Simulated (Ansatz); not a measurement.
Cost and result up the ladder for Si(OH)H3 (SiOH4) (6 atoms). Charge 0, multiplicity 1. Geometry: r2SCAN-D4/def2-TZVP.

```csv
atom,x (Å),y (Å),z (Å)
Si1,-0.268,0.289,-0.026
O2,0.924,-0.676,0.580
H3,1.238,-1.396,0.028
H4,-1.506,-0.482,-0.320
H5,0.155,0.967,-1.282
H6,-0.542,1.298,1.020
```

Ansatz on 4 threads of AMD EPYC 9B14 on a shared host. Times are rough, and most runs start from the orbitals of an earlier one. CAM-B3LYP-D4/def2-TZVP serves as the yardstick here, not as an exact answer. Differences are given only for rows in sets of like size (and for xTB, whose basis is part of the method), since another set adds its own error. Binding counts from free atoms at the same level (Si triplet, O triplet, H doublet; other spins of the atoms weren't run), without zero-point energy or a counterpoise term.

LC-ωPBE has ω = 0.4 bohr⁻¹. B3LYP takes the VWN-RPA correlation. Correlated methods freeze 6 core orbitals.

Correlated methods converge slowly with the basis.

```csv
level,functions,wall time
HF/6-31G,30,0.1 s
B3LYP-D4/6-31G,30,0.2 s
PBE0-D4/def2-SVP,52,0.2 s
PBE-D4/def2-TZVP,92,0.25 s
revPBE-D4/def2-TZVP,92,0.3 s
B3LYP-D4/def2-TZVP,92,0.35 s
CAM-B3LYP-D4/def2-TZVP,92,0.35 s
PBE0-D4/def2-TZVP,92,0.4 s
LC-ωPBE/def2-TZVP,92,0.4 s
PBE0-D4/def2-TZVPD,119,0.45 s
r2SCAN-D4/def2-TZVPD,119,0.7 s
B97M-V/def2-TZVP (with forces),92,1 s
CCSD(T)/def2-TZVPD,119,1.5 s
CCSD(T)/def2-TZVPP,129,1.9 s
```

Problem. Estimate what each level gives for the binding energy per atom (eV).

Solution. 
```tsv
level	binding energy per atom (eV)	difference from CAM-B3LYP-D4/def2-TZVP (eV)
HF/6-31G	1.98	–
B3LYP-D4/6-31G	2.93	–
PBE0-D4/def2-SVP	3.21	–
PBE-D4/def2-TZVP	3.29	-0.05
revPBE-D4/def2-TZVP	3.23	-0.11
B3LYP-D4/def2-TZVP	3.32	-0.02
CAM-B3LYP-D4/def2-TZVP	3.34	0.00
PBE0-D4/def2-TZVP	3.25	-0.09
LC-ωPBE/def2-TZVP	3.27	-0.06
PBE0-D4/def2-TZVPD	3.26	-0.08
r2SCAN-D4/def2-TZVPD	3.31	-0.03
B97M-V/def2-TZVP (with forces)	3.32	-0.02
CCSD(T)/def2-TZVPD	3.22	-0.12
CCSD(T)/def2-TZVPP	3.26	-0.07
```
